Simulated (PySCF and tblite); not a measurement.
Results of a calculation; reference values are marked as such.
C4H8O, numbered as in [OH:1][CH2:2][CH:3]1[CH2:4][CH2:5]1.

The ensemble was built from 90 distance-geometry starts (ETKDG and KDG, MMFF94s, GFN2-xTB) and rests on GFN2-xTB geometries. Weights use PBE0-D3(BJ)/pcSseg-1 (IEF-PCM, chloroform) energies plus GFN2-xTB zero-point and thermal terms (plain harmonic). Symmetry numbers and mirror images are counted. Conformers within 2.5 kcal/mol (GFN2-xTB free energy) were kept, 10 at most. (PySCF 2.14, tblite 0.8.)

Torsions listed: H1–O1–C2–C3, O1–C2–C3–C4. Of a mirror pair one member is shown.

```json
{"conformer": "1", "shape": "180°, 90°", "symmetry": "C1 (pair)"}
{"conformer": "2", "shape": "54°, 79°", "symmetry": "C1 (pair)"}
{"conformer": "3", "shape": "54°, -157°", "symmetry": "C1 (pair)"}
{"conformer": "4", "shape": "58°, -42°", "symmetry": "C1 (pair)"}
```

(1) Which of these conformers is the most populated at 298.15 K, and with what share?

(2) Give the DFT energies and free energies relative to the lowest, and all weights.

(3) How does its share change from 100 K to 450 K?

Results:

(1) Conformer 3, about 65 %.

(2) 
```
conformer       shape  E(DFT) kcal/mol  G(298.15 K) kcal/mol  weight %
        1   180°, 90°             1.61                  1.31       7.2
        2    54°, 79°             0.89                  0.75      18.4
        3  54°, -157°             0.00                  0.00      65.0
        4   58°, -42°             1.10                  1.14       9.4
```

(3) From 98 % to 50 %; the mixing entropy goes from 1.60 to 3.80 cal/(mol K).
